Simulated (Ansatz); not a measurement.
# AlCF (triplet): wave-function methods side by side, def2-TZVPP

The task here is to estimate one member of a computed series from the others.

Method: def2-TZVPP, core rule «outside noble gas», up to 7 orbitals frozen; program: Ansatz 0.2.0, Gaussian basis.

Plan: UHF; ROHF; CCSD(T) on UHF.

2 further runs of the same task are left out: 2 set aside as unsound or not needed.

## The geometry

The geometry is a PBE0/def2-TZVP stationary point (not a proven minimum).

3 atoms, charge 0, spin multiplicity 3.

Atoms are counted from 1 here; the program's logs count them from 0.

Bond lengths: C1–Al2 1.940 Å, Al2–F3 1.645 Å. Angles: C1–Al2–F3 180.0°.

The first run:

The input, in.yaml:

```yaml
crystal:
  periodic: [false, false, false]
  atoms:
    - {symbol: C, position_ang: [0.000000, 0.000000, 1.841767]}
    - {symbol: Al, position_ang: [0.000000, 0.000000, -0.098433]}
    - {symbol: F, position_ang: [0.000000, 0.000000, -1.743333]}
basis:
  gaussian: {orbitals: def2-TZVPP}
magnetization: {spin_polarized: true, initial_magnetization: 2}
hamiltonian: {xc: hf}
output: {orbitals: {seedname: orbitals}}
```

On the command line:

```
ansatz run in.yaml --threads 1 --pin off --events-out ev --progress --plain --max-ram 4096MiB --backend cpu
```

Steps of the session up to this table: UHF; ROHF; CCSD(T) on UHF.

One of the session's tables, all rows but one given; the rest of the session is left out.

| method | from UCCSD(T) (kJ/mol) |
| --- | --- |
| ROHF | +1209.6 |
| UHF | +1185.3 |
| UMP2 | +125.3 |
| UCCSD | ? |
| UCCSD(T) | 0 |

Estimate the missing values for UCCSD.

As computed: from UCCSD(T) (kJ/mol): +46.9. In the column «from UCCSD(T) (kJ/mol)» it lies between UCCSD(T) (0) and UMP2 (+125.3).

With the free atoms at the same levels and basis (separate runs), the atomisation energy is 8.394 eV at UCCSD(T), 5.850 eV at ROHF.
